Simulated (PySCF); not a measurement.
# Orbital energies and ionisation energy

Beryllium dihydride, BeH₂.
Numbering: `[BeH2:1]` (hydrogens: H2, H3 on Be1)

Structure used (PBE0-D3(BJ)/def2-TZVP), in Å, numbered top down from 1:
```
atom  x, y, z in Å
Be1    0.027    0.134    0.013
H2    -1.292   -0.091    0.021
H3     1.346    0.362    0.004
```

Level: wB97X-D/aug-cc-pVTZ (PySCF). Frontier orbitals with their largest atomic shares (Löwdin; up to four atoms above 4 %):

| orbital | ε (eV) | main atoms |
| --- | --- | --- |
| HOMO−2 | -112.57 | Be1 93 % |
| HOMO−1 | -11.82 | Be1 35 %, H3 32 %, H2 32 % |
| HOMO | -10.82 | ? |
| LUMO | 0.44 | Be1 91 %, H3 4 %, H2 4 % |
| LUMO+1 | 0.44 | Be1 91 %, H3 4 %, H2 4 % |
| LUMO+2 | 0.61 | Be1 100 % |

Problem. What vertical ionisation energy does ΔSCF give, and how far is −ε(HOMO) from it?

Solution. ΔSCF: 11.91 eV (1149 kJ/mol; threshold wavelength 104 nm); ⟨S²⟩ of the doublet left behind is 0.765, against 0.75 for a pure doublet. −ε(HOMO) is 10.82 eV, 1.09 eV below it. In exact Kohn–Sham theory the two would be equal; wB97X-D (range-separated hybrid) falls short of its own ΔSCF value by 9 %.

Problem. On which atoms does the HOMO lie?

Solution. Be1 (beryllium bonded to 2 H) 46 %, H2 (hydrogen on beryllium) 27 %, H3 (hydrogen on beryllium) 27 %. The HOMO−1 lies 1.00 eV lower.

Problem. Shift the occupied levels rigidly so that −ε(HOMO) equals the ΔSCF value. What binding energies result?

Solution. The shift is +1.09 eV: HOMO 11.91, HOMO−1 12.91, HOMO−2 113.66 eV. A rigid shift is only a rough guide to the deeper ionisations.

Problem. How many of the 10 lowest singlet excitations (vertical TDDFT, same level) lie below the ionisation energy?

Solution. All 10; they run from 6.39 to 9.53 eV.

Isolated species at its PBE0-D3(BJ)/def2-TZVP geometry, gas phase.

The run behind these numbers computed excited states and ΔSCF ions as well. On one thread of an AMD EPYC 9R45, no GPU, shared host with 192 logical CPUs at a one-minute load of 176, this took 1.1 s wall and 0.30 GiB of memory at its peak.
